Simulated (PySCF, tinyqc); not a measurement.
Starting guesses with DIIS over 6 matrices: SCF starting guesses in the sto-3g basis, for H2O, spin multiplicity 1. Computed by the program tinyqc with PySCF. Command: `OMP_NUM_THREADS=1 python tinyqc.py 111467 111468 out.jsonl`; one thread of a shared host (Intel(R) Xeon(R) Processor @ 2.60GHz), about 0.5 s.

Geometry (angstrom):
```
atom       x        y       z
O     0.0000   0.0000  0.0000
H     0.0000   1.0420  0.8980
H     0.0000  -1.0420  0.8980
```

lowest restricted solution found by these runs and by PySCF = -74.790068 hartree

RHF with one setting changed at a time; a run stops when the energy changes by less than 1e-09 hartree and the error matrix is below 1e-5. Starts: the lowest orbitals of the core Hamiltonian, of the Wolfsberg-Helmholz matrix (K = 1.75), projected atomic densities, random orbitals, and the highest orbitals of the core Hamiltonian (a deliberately bad start).

Largest element of the error matrix X^T (FDS - SDF) X:
```
iteration     core  Wolfsberg-Helmholz  atomic densities   random  highest core orbitals
1          3.4e-01             4.8e-01           5.7e-01  1.7e+01                3.6e-01
2          5.1e-01             2.9e-01           2.3e-01  4.7e-01                4.0e-01
3          1.4e-01             2.3e-02           6.4e-02  4.5e-01                4.5e-01
4          2.7e-02             4.4e-03           3.5e-03  5.7e-02                4.5e-01
5          3.8e-03             3.3e-04           8.5e-04  9.1e-03                4.5e-01
6          4.6e-03             6.3e-05           3.0e-04  4.0e-03                4.4e-01
8          8.4e-07             4.1e-09           8.9e-08  1.7e-04                4.6e-01
10               -                   -                 -  2.1e-05                2.4e-01
14               -                   -                 -        -                2.1e-03
```

How each run ends:
```
run                    iterations  E (hartree)         state
core                            9   -74.790068  lowest found
Wolfsberg-Helmholz              8   -74.790068  lowest found
atomic densities                8   -74.790068  lowest found
random                         12   -74.790068  lowest found
highest core orbitals          17   -74.204051        higher
```

4 of 5 runs reach the lowest restricted solution found, in 8 to 12 iterations (fastest: Wolfsberg-Helmholz, atomic densities). Ending on a higher stationary point: highest core orbitals; a small error matrix cannot reveal that, and an occupation fixed by the start is kept by symmetry or by the shape of the basin. The first errors are 3e-01, 5e-01, 6e-01, 2e+01, 4e-01. The restricted reference is unstable here: a spin-polarised solution lies 0.0197 hartree lower (PySCF), so results built on it describe a poor reference.
